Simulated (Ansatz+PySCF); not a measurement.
The numbers below are computed, except where a source is named.
# Several solutions for singlet F₂

```tsv
atom	x (Å)	y (Å)	z (Å)
F	0.0000	0.0000	-0.6882
F	0.0000	0.0000	0.6882
```

Basis set: def2-SVP (spherical functions). Charge 0, multiplicity 1.

UHF was run from several starts with Ansatz (development build ahead of 0.2.0) and PySCF 2.14.0.

```csv
run,program,start,converged,energy (hartree),<S²>
A,Ansatz,search for the lowest state,yes,-198.51303,0.20
B,PySCF,"guess minao, instabilities followed",yes,-198.51303,0.20
C,Ansatz,stability test followed,yes,-198.51303,0.20
D,PySCF,program defaults,yes,-198.51019,0.00
E,Ansatz,"atomic start, no search",yes,-198.51019,0.00
F,PySCF,"guess 1e, instabilities followed",yes,-198.51303,0.20
G,PySCF,"guess atom, instabilities followed",yes,-198.51303,0.20
H,PySCF,"guess huckel, instabilities followed",yes,-198.51303,0.20
```

Which runs reached the lowest solution of this kind, and what is wrong with the others?

A, B, C, F, G, H reached the lowest solution found. Converged but too high: D by 0.08 eV, E by 0.08 eV. Convergence only shows a stationary point, and even a stable one can lie too high; stability tests and further starts are what find lower ones. Caution: the unrestricted determinant is spin contaminated. Caution: the determinant breaks the point group.
